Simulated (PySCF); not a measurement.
Isomers of C3H6OS, mass 90.014 u with the commonest isotopes. Method used: PBE0-D3(BJ)/def2-SVP geometry optimisation, gas phase in PySCF 2.14.0. One conformer each, none proved a minimum here; rigid rotors.

**Question.** Order these by rotational constant B, largest first.
A. `[CH3:1][S:2][CH2:3][CH:4]=[O:5]` with C1–S2–C3–C4 72°, S2–C3–C4–O5 -100°
B. `[CH3:1][O:2][C:3]([CH3:4])=[S:5]` with C1–O2–C3–C4 1°
C. `[CH3:1][O:2][CH2:3][CH:4]=[S:5]` with C1–O2–C3–C4 -179°, O2–C3–C4–S5 -178°

**Answer.** A (2806 MHz), B (2706 MHz), C (1473 MHz).

**Question.** Order these by radius of gyration √(Σ m r²/M), smallest first.
A. `[CH3:1][S:2][CH2:3][CH:4]=[O:5]` with C1–S2–C3–C4 72°, S2–C3–C4–O5 -100°
B. `[CH3:1][O:2][CH2:3][CH:4]=[S:5]` with C1–O2–C3–C4 -179°, O2–C3–C4–S5 -178°
C. `[CH3:1][O:2][C:3]([CH3:4])=[S:5]` with C1–O2–C3–C4 1°

**Answer.** A (1.633 Å), C (1.653 Å), B (1.995 Å).

**Question.** Order these by rotational constant C, smallest first.
A. `[CH3:1][O:2][CH2:3][CH:4]=[S:5]` with C1–O2–C3–C4 -179°, O2–C3–C4–S5 -178°
B. `[CH3:1][O:2][C:3]([CH3:4])=[S:5]` with C1–O2–C3–C4 1°
C. `[CH3:1][S:2][CH2:3][CH:4]=[O:5]` with C1–S2–C3–C4 72°, S2–C3–C4–O5 -100°

**Answer.** A (1424 MHz), B (2081 MHz), C (2227 MHz).

```
  SMILES  point group  Ia (u·Å²)  Ib (u·Å²)  Ic (u·Å²)      κ  μa (D)  μb (D)  μc (D)
  COCC=S      near Cs      18.29     343.07     354.94  -1.00    2.46    0.79    0.06
  CSCC=O           C1      72.81     180.08     226.96  -0.75    0.98    0.86    0.53
COC(C)=S           Cs      62.52     186.75     242.85  -0.79    4.25    1.98    0.01
```
